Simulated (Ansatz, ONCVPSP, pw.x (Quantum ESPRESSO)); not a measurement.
silicon (diamond): variants of one ONCV potential in the solid

```json
{"Element": "Si (Z = 14)", "Generator": "ONCVPSP 4.0.1.1 (patched build)", "Type": "optimised norm-conserving Vanderbilt (ONCV)", "Functional": "LDA (Perdew-Wang 92)", "Relativity": "scalar-relativistic", "Frozen core": "[Ne]", "Valence charge": "4", "Reference configuration": "3s2 3p2", "Partial waves": "3s: rc 1.80 bohr, ncon 4, nbas 8, qcut 3.7 1/bohr, 1 projector; 3p: rc 1.65 bohr, ncon 4, nbas 8, qcut 5.5 1/bohr, 1 projector; d scattering state at 0.4 Ha: rc 1.85 bohr, ncon 5, nbas 8, qcut 5.7 1/bohr, 1 projector", "Local potential": "polynomial inside 1.30 bohr (lpopt 3, dvloc0 0 Ha)", "Core correction": "Teter function, fcfact 4.25, rcfact 1.75"}
```

Crystal test: diamond Si in pw.x 7.5, no spin, 9³ k-points, Fermi–Dirac smearing 0.01 Ry, cutoffs set for each file from its atomic test. The reference is all-electron LAPW (Ansatz 0.2.0) with the same functional, mesh and smearing; V0 and B0 come from Birch–Murnaghan fits to the pressures at five volumes. Errors are pseudo minus all-electron; Δ is the rms difference of the E(V) curves that follow from these fits, minima aligned, over ±6 % about the mean V0. Mesh and smearing are coarse, so the numbers serve the comparison and aren't converged zero-temperature values; the lattice is a test structure that the element need not adopt.

All-electron: a0 = 5.400 Å (V0 = 19.69 Å³/atom), B0 = 96.2 GPa.

1 further variants are left out: they gave no file fit for a test, a broken result, the same result as the base, or pressures whose basis-set error rivals the error shown.

| change | cutoffs (Ry) | pw.x | a0 (Å) | a0 error (%) | B0 error (%) | Δ (meV/atom) | mean pressure error (GPa) |
| --- | --- | --- | --- | --- | --- | --- | --- |
| base | 100/400 | converged | 5.423 | +0.41 | -1.3 | 5.1 | +1.21 |
| core correction Teter function, fcfact 2.7, rcfact 1.75 | 100/400 | converged | 5.409 | +0.17 | -0.6 | 2.1 | +0.49 |
| core correction Teter function, fcfact 4.6, rcfact 1.75 | 100/400 | converged | 5.425 | +0.46 | -1.5 | 5.7 | +1.36 |
| core correction Teter function, fcfact 5.7, rcfact 1.75 | 100/400 | converged | 5.433 | +0.60 | -2.0 | 7.4 | +1.77 |
| core correction Teter function, fcfact 7.4, rcfact 1.75 | 100/400 | converged | 5.443 | +0.79 | -2.8 | 9.7 | +2.32 |
